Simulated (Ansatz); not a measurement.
Predict a relaxed structure of SiS₂⁻, charge -1, doublet, at PBE-D4/def2-TZVPD (Ansatz).


```xyz
3

Si   -0.5167   -0.1266    0.0307
S     0.7146   -1.6899    0.4345
S    -0.1979    1.8165   -0.4652
```
Point group C2v (tolerance 0.1 Å). This is one stationary point.

The highest occupied level of the charge -1 doublet lies above zero (up to 0.01 eV). By energy differences its removal costs 2.68 eV (vertical, to the charge 0 singlet, at PBE-D4/def2-TZVPD); a positive level beside a positive removal energy at the same level points to self-interaction error. The relaxation made no stability test and no search for a lower SCF solution. The structure comes from a short search, and lower isomers may exist.
